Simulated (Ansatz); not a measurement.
H2Si–BH, singlet: the ladder up to RCCSDTQ

Geometry: a PBE0/def2-TZVP stationary point for this spin, not checked as a minimum.

```
atom   x (Å)    y (Å)    z (Å)
  Si  0.0000   0.0000   0.5052
   B  0.0000   0.0000  -1.3160
   H  0.0000   1.2660   1.2662
   H  0.0000  -1.2660   1.2662
   H  0.0000   0.0000  -2.4954
```

Basis cc-pVDZ; Ansatz 0.2.0. Correlated methods freeze the noble-gas cores, which leaves 10 electrons in 41 orbitals. Prefix R: restricted or restricted open-shell reference; prefix U: unrestricted. Active spaces: valence = (10e, 11o) chosen from the atoms' valence shells.

Full CI isn't at hand for all of this; RCCSDTQ serves as the reference, and is uncertain by about the last step of the cluster series. The frozen core follows each run's orbitals, which can shift R against U totals by a few meV.

Unrestricted rows (U) aren't spin-pure: their determinants' ⟨S²⟩ exceeds S(S+1) by up to 0.26, so they mix in states of higher spin.

```
UHF ⟨S²⟩                          : 0.264
T1 diagnostic (RCCSD)             : 0.0172
largest doubles amplitude (RCCSD) : 0.151
```

| level | E − E(RCCSDTQ) (kJ/mol) | share of correlation (%) | wall time |
| --- | --- | --- | --- |
| RHF | 578.6 | 0.00 | – |
| UHF | 575.6 | 0.52 | 1.1 s |
| RMP2 | 126.6 | 78.11 | – |
| CISD | 70.1 | 87.88 | 1.5 s |
| RCCSD | 24.4 | 95.79 | – |
| RCCSD(T) | 4.8 | 99.18 | 1.5 s |
| BCCD(T) | 4.7 | 99.18 | 0.84 s |
| RCCSDT | 1.2 | 99.79 | – |
| RCCSDT(Q) | 0.0 | 99.99 | 7.5 s |
| CASSCF (valence space) | 313.6 | 45.79 | – |
| NEVPT2 (valence space) | 90.2 | 84.41 | 31 s (H100) |
| MRCISD (valence space) | 20.6 | 96.44 | – |
| MRCISD+Q (valence space) | 2.6 | 99.56 | 28 s (H100) |

The correlation energy at RCCSDTQ, counted from RHF, is -5.997 eV. That run took 12 s on 2 threads of AMD EPYC 7R13 with a shared H100 80 GB, shared host.

Times hold each run's SCF and search for its determinant on a shared host, so for small cases they say little of a method's own cost; rows without a card ran on 1 thread of AMD EPYC 7R13.

Natural occupations of CASSCF (valence space) about the gap: 1.981 1.980 1.970 1.955 1.909 0.090 0.038 0.031 0.021 0.016; effectively unpaired electrons, Σ n²(2−n)², 0.09.

Atomization energy (electronic, same basis, no zero-point term; atoms at the same level, unrestricted beside the R rows where the molecule is a closed shell, with restricted open-shell steps beyond CCSDT(Q)) at RCCSDTQ: 1201.7 kJ/mol. Errors of other levels:

| level | error (kJ/mol) |
| --- | --- |
| RHF | -249.7 |
| UHF | -246.7 |
| RMP2 | -11.6 |
| CISD | -61.4 |
| RCCSD | -17.5 |
| RCCSD(T) | -2.6 |
| BCCD(T) | -2.5 |
| RCCSDT | -1.1 |
| RCCSDT(Q) | 0.0 |
| CASSCF (valence space) | -89.5 |
| NEVPT2 (valence space) | -29.8 |
| MRCISD (valence space) | -17.1 |
| MRCISD+Q (valence space) | -8.3 |

This basis is far from its limit, so the value isn't to be set against a measured one. Truncated CI isn't size-consistent, which counts against it in atomization.
